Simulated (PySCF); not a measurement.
Gas-phase reaction: 2 SiCl3 + SiO = SiOCl2 + 2 SiCl2

Computed with PySCF and rigid-rotor harmonic-oscillator thermochemistry at 1 bar. † marks an energy on the PBE0/def2-TZVP geometry and frequencies; other levels use their own. MP2 and CCSD(T) freeze the core. 6-31G* has spherical d functions here. Open shells (unrestricted): SiCl3 (multiplicity 2); the rest are closed-shell singlets. B3LYP is the form with VWN-RPA correlation. SiOCl2: computed as isolated molecules; such fragments, hydroxides, amides, oligomers or adducts are transient or little studied in the gas. MP2 isn't extrapolated to the basis-set limit; its ΔH°(298 K) is -11.8 kJ in def2-SVP and -31.4 kJ in def2-TZVPP. CCSD(T) isn't extrapolated to the basis-set limit; its ΔH°(298 K) is -32.0 kJ in def2-SVP and -47.8 kJ in def2-TZVPP. The harmonic model lacks anharmonicity and excited electronic states, which grow with temperature; levels with a mode under 35 cm⁻¹ are left out. Warning, large T1 diagnostic: SiO (CCSD(T)/def2-SVP†).

ΔH° and ΔS° at 298 K: B3LYP/6-31G* -49 kJ, 14 J/K; BLYP/def2-TZVP† -64 kJ, 14 J/K; CCSD(T)/def2-SVP† -32 kJ, 14 J/K; MP2/def2-SVP† -12 kJ, 14 J/K; MP2/def2-TZVPP† -31 kJ, 14 J/K.

With the heat capacities included, give log10 K (1 bar) at 600, 800, 1400, 1800, 2000 K from B3LYP/6-31G*, BLYP/def2-TZVP†, CCSD(T)/def2-SVP†, MP2/def2-SVP†, MP2/def2-TZVPP†.


```json
[
 {"T (K)": "600", "B3LYP/6-31G*": "5.0", "BLYP/def2-TZVP†": "6.3", "CCSD(T)/def2-SVP†": "3.5", "MP2/def2-SVP†": "1.7", "MP2/def2-TZVPP†": "3.4"},
 {"T (K)": "800", "B3LYP/6-31G*": "3.9", "BLYP/def2-TZVP†": "4.8", "CCSD(T)/def2-SVP†": "2.7", "MP2/def2-SVP†": "1.4", "MP2/def2-TZVPP†": "2.7"},
 {"T (K)": "1400", "B3LYP/6-31G*": "2.4", "BLYP/def2-TZVP†": "3.0", "CCSD(T)/def2-SVP†": "1.8", "MP2/def2-SVP†": "1.0", "MP2/def2-TZVPP†": "1.7"},
 {"T (K)": "1800", "B3LYP/6-31G*": "2.0", "BLYP/def2-TZVP†": "2.4", "CCSD(T)/def2-SVP†": "1.4", "MP2/def2-SVP†": "0.9", "MP2/def2-TZVPP†": "1.4"},
 {"T (K)": "2000", "B3LYP/6-31G*": "1.8", "BLYP/def2-TZVP†": "2.2", "CCSD(T)/def2-SVP†": "1.3", "MP2/def2-SVP†": "0.8", "MP2/def2-TZVPP†": "1.3"}
]
```
